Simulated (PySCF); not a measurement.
ammonia (H₃N), SMILES N. Atoms are numbered in the order given.

```xyz
4

N      0.0000     0.0000     0.1137
H     -0.8137    -0.4698    -0.2653
H      0.0000     0.9396    -0.2653
H      0.8137    -0.4698    -0.2653
```
Charge 0, spin multiplicity 1.

Geometry: PBE0-D3(BJ)/def2-TZVPD.

Level of theory: PBE0/pcSseg-2 run with PySCF.

GIAO shieldings, no solvent; atoms alike by connectivity are averaged. δ = σ(ref) − σ: ¹⁵N against NH3 (σ = 263.3 ppm); ¹H against TMS (σ = 31.54 ppm), references at their B3LYP-D3(BJ)/def2-TZVP geometries, non-relativistic.

```tsv
nucleus	atoms	count	δ (ppm)
¹⁵N	N1	1	-0.3
¹H	H2, H3, H4	3	-0.07
```
